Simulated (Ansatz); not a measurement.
# OSi2: the cost of one run

Method: cc-pVTZ, core rule «outside noble gas», up to 11 orbitals frozen; program: Ansatz 0.2.0, Gaussian basis.

Plan: UHF; CCSD(T) on ROHF; CCSD(T) on UHF; BCCD(T) on ROHF; CCSDT(Q) on ROHF; CCSDT(Q) on UHF.

10 further runs of the same task are left out: 4 for a known fault of the program, 6 set aside as unsound or not needed.

## Step 1: The system

The geometry is a PBE0/def2-TZVP stationary point (not a proven minimum) of the parent state, kept for this charge and spin.

3 atoms, charge 0, spin multiplicity 5.

Atoms are counted from 1 here; the program's logs count them from 0.

Bond lengths: Si1–O2 1.638 Å, O2–Si3 1.638 Å. Angles: Si1–O2–Si3 180.0°.

## Step 2: UHF

Input file in.yaml:

```yaml
crystal:
  periodic: [false, false, false]
  atoms:
    - {symbol: Si, position_ang: [0.000000, 0.000000, 1.638100]}
    - {symbol: O, position_ang: [0.000000, 0.000000, 0.000000]}
    - {symbol: Si, position_ang: [0.000000, 0.000000, -1.638100]}
basis:
  gaussian: {orbitals: cc-pVTZ}
magnetization: {spin_polarized: true, initial_magnetization: 4}
hamiltonian: {xc: hf}
output: {orbitals: {seedname: orbitals}}
```

Run with:

```sh
$ ansatz run in.yaml --threads 1 --pin off --events-out ev --progress --plain --max-ram 2560MiB --backend cpu
```

**Question.** How long does this run take on 1 thread of AMD EPYC 7R13, shared host, and how much memory does it need?

About 5.5 s, with a peak of 0.28 GiB.
